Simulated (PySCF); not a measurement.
NaCl, SMILES [Na][Cl]. Atoms are numbered in the order given.

```xyz
2

Na     0.0000     0.0000    -1.4405
Cl     0.0000     0.0000     0.9321
```
Charge 0, spin multiplicity 1.

Coordinates come from a PBE-D3(BJ)/def2-TZVPD optimisation.

Two levels are set side by side: PBE/pcSseg-2 (PySCF) and B3LYP/pcSseg-2 (PySCF). GIAO shifts against HCl (³⁵Cl) at the same level; non-relativistic, no solvent, atoms listed together averaged. Without spin–orbit terms, shifts of atoms bonded to Cl or Br come out too high at both levels. Differences are taken from unrounded values.

| quantity | B3LYP |
|---|---|
| δ(³⁵Cl) of Cl2 (ppm) | -177.4 |

Problem. What does PBE give, and how far is it from B3LYP? (The exact figures need the calculation; the answer reports its results.)

Solution. 
```csv
quantity,PBE,PBE minus B3LYP
δ(³⁵Cl) of Cl2 (ppm),-160.3,17.1
```

Rough cost on one machine, each run with all the roots and properties that it gave: B3LYP against PBE within a factor of 2.
